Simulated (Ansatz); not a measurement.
doublet BF2: levels of theory in one basis

```tsv
atom	x (Å)	y (Å)	z (Å)
F	0.0000	0.6426	-1.1358
B	0.0000	0.0000	0.0000
F	0.0000	0.6426	1.1358
```

Basis set: def2-SVP (spherical functions). Frozen core: 3 orbitals. Correlation on ROHF uses semicanonical orbitals with singles. Charge 0, multiplicity 2.

Computed with Ansatz (development build ahead of 0.2.0); each method stands on the lowest determinant of its kind that the runs found.

```csv
method,E − E(ROHF) (eV),<S²> of the determinant
ROHF,0.00,–
UHF,-0.02,0.75
ROHF-MP2,-11.67,–
UHF-MP2,-11.68,0.75
```

What does ROHF-CCSD(T) give on the same scale?

-12.08 eV.
